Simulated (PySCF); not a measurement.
Consider formaldehyde, `C=O` (CH2O). Non-hydrogen atoms are numbered in `[CH2:1]=[O:2]`.

Level of theory: ωB97X-D3(BJ)/ma-def2-TZVP single points in PySCF, grid level 2; every species was optimised with PBE0-D3(BJ)/ma-def2-SVP. The prefix ma- adds one diffuse s and one diffuse p function on all atoms but H. Thermal corrections: PBE0-D3(BJ)/ma-def2-SVP frequencies, unscaled, ideal gas at 298.15 K and 1 bar, quasi-RRHO entropy.

**Question.** What are the vertical and the adiabatic ionisation energy for forming the radical cation?

**Answer.** 10.91 eV vertical and 10.83 eV adiabatic, the latter with zero-point energy.

**Question.** Where does the unpaired spin of the relaxed radical cation sit?

**Answer.** O2 (carbonyl oxygen) 0.83, H (on C1) 0.12, H (on C1) 0.12 (intrinsic atomic orbital populations).

**Question.** What oxidation potential follows in acetonitrile (IEF-PCM), given that Fc+/Fc comes at 4.54 V absolute with this functional and basis?

**Answer.** In the gas phase ΔG of oxidation is 10.809 eV, and solvation is -17.8 kJ/mol for the parent and -318.9 kJ/mol for the product, so the absolute potential is 7.69 V, or 3.14 V against Fc+/Fc. Fc+/Fc in acetonitrile, 4.54 V, is ωB97X-D3(BJ)/ma-def2-TZVP on PBE0-D3(BJ)/def2-SVP structures with GFN2-xTB thermal terms. Benchmark calculations put it near 5.0 V in acetonitrile and DMSO, so it is about 0.5 V low, and the value against it can read up to that much too high. The solvent is electrostatics only, on gas-phase structures; the absolute scale refers to an electron at rest in vacuum.

**Question.** How far is −ε(HOMO) from the vertical value by ΔSCF?

**Answer.** −ε(HOMO) = 10.42 eV, which is 0.49 eV below the ΔSCF value.

Differences come from unrounded values, so a last digit can differ from that of the printed terms.
